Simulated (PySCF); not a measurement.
## SF2, singlet: computed properties

Method: BP86/[S def2-TZVP, F def2-TZVP], no relativity, density fitting, PySCF.

The structure is a minimum.

```json
{"Point group": "C2v", "Bond lengths": "S–F 1.622 Å (×2)", "Bond angles": "F–S–F 99.5°", "Principal quadrupole moments (Buckingham, traceless) about the centre of mass": "-1.41, -0.52, 1.92 D Å", "Highest occupied level": "-5.95 eV", "Principal polarisabilities": "14.2, 20.0, 23.8 bohr³", "Zero-point energy": "11.2 kJ/mol", "Rotational constants": "0.8834, 0.2896, 0.2181 cm⁻¹", "Dipole moment": "1.07 D", "Lowest empty level": "-3.08 eV", "Enthalpy at 298.15 K above 0 K": "11.40 kJ/mol", "Rotational symmetry number": "2", "Entropy at 298.15 K and 1 bar": "259.2 J/(mol K)", "Atomisation energy without zero-point energy": "794 kJ/mol", "Heat capacity Cp at 298.15 K": "45.8 J/(mol K)"}
```

Harmonic modes (masses in u: S 31.972, F 18.998):
```
symmetry  ω (cm⁻¹)  IR (km/mol)
      a1       321          3.1
      b2       765          141
      a1       791         65.3
```

In C2v the vibrations span 2a1 + b2. Here b1 is antisymmetric to the molecular plane and b2 lies in it.

Charges (e):
```json
{"atom": "S1", "Mulliken": "0.36", "Löwdin": "0.28", "polar tensor": "0.89", "Mayer order to S1": "–"}
{"atom": "F2,3", "Mulliken": "-0.18", "Löwdin": "-0.14", "polar tensor": "-0.44", "Mayer order to S1": "1.05"}
```

Mulliken populations on S1: s 5.94, p 9.35, d 0.30, f 0.05.

Outer orbital energies (eV). occupied: -18.47, -14.07, -12.74, -12.11, -10.91, -10.74, -10.60, -5.95; empty: -3.08, -2.28, 5.90, 6.12.

Counting electrons, sulfur keeps 4 of its valence electrons outside its bonds, so the VSEPR class is AX2E2 and the expected shape is bent (C2v), as computed.

The final relaxation and frequency run took 24 s on 2 threads of a shared Arm Neoverse N1 host, with 99 basis functions and 9 gradients; the process peaked at 0.85 GiB. Launch command: `OMP_NUM_THREADS=2 python axn.py task.json out`.
